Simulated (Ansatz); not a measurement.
Worked example: the enthalpy of formation of C2H5O (ethoxy radical)

C2H5O: 8 atoms, total charge 0, spin state doublet. As SMILES, `CC[O]`. The shape is that of a PBE0-D4/def2-TZVP optimisation.

Total energies at UMP2/aug-cc-pVDZ, 3 core orbitals frozen (Ansatz 0.2.0); the atoms run unrestricted:

```
species    state  energy (Eh)
  C2H5O  doublet  -153.933644
      C  triplet   -37.741465
      O  triplet   -74.906967
      H  doublet    -0.499334
```

Harmonic wavenumbers at UPBE0-D4/def2-TZVP, in cm⁻¹: 73, 263, 436, 857, 903, 1098, 1106, 1239, 1327, 1386, 1406, 1477, 1486, 2913, 2926, 3054, 3132, 3140.

Measured heats of formation of the gaseous atoms at 298.15 K, in kJ/mol: C 716.9, O 249.2, H 218.0. Spin-orbit lowering of the atoms at 298 K (mean of the ground term's levels less their thermal mean, from spectra), in kJ/mol: C 0.02, O 0.40. Take 1 Eh = 2625.50 kJ/mol, 1 cm⁻¹ = 0.0119627 kJ/mol, RT = 2.479 kJ/mol.

Q: Work out the heat of formation of the gas at 298 K.

A: 
1. Electronic atomisation energy: 2 × (-37.741465) + (-74.906967) + 5 × (-0.499334) − (-153.933644) = 1.047077 Eh = 2749.1 kJ/mol.
2. Zero-point energy: half the sum of the wavenumbers, 14111 cm⁻¹ = 168.8 kJ/mol.
3. Thermal vibrational enthalpy, Σ hcν̃/(exp(hcν̃/kT) − 1): 4.6 kJ/mol. Translation, rotation and pV of a non-linear molecule: 4 RT = 9.9 kJ/mol.
4. The 8 free atoms carry 5/2 RT each: 49.6 kJ/mol.
5. Spin-orbit coupling lowers the free atoms by 2 × 0.02 + 0.40 = 0.4 kJ/mol.
6. Atomisation enthalpy at 298 K: 2749.1 − 0.4 − 168.8 − 4.6 − 9.9 + 49.6 = 2615.0 kJ/mol.
7. Sum of the atoms' heats of formation: 2773.0 kJ/mol. Heat of formation: 2773.0 − 2615.0 = +158.0 kJ/mol.

The tabulated value is -11.5 kJ/mol (Active Thermochemical Tables), so this level is off by +169.5 kJ/mol, or 6.1 % of the atomisation enthalpy. Perturbation theory converges slowly with the basis for atomisation. Anharmonicity and any spin-orbit splitting of the molecule are left out, and so is core correlation.
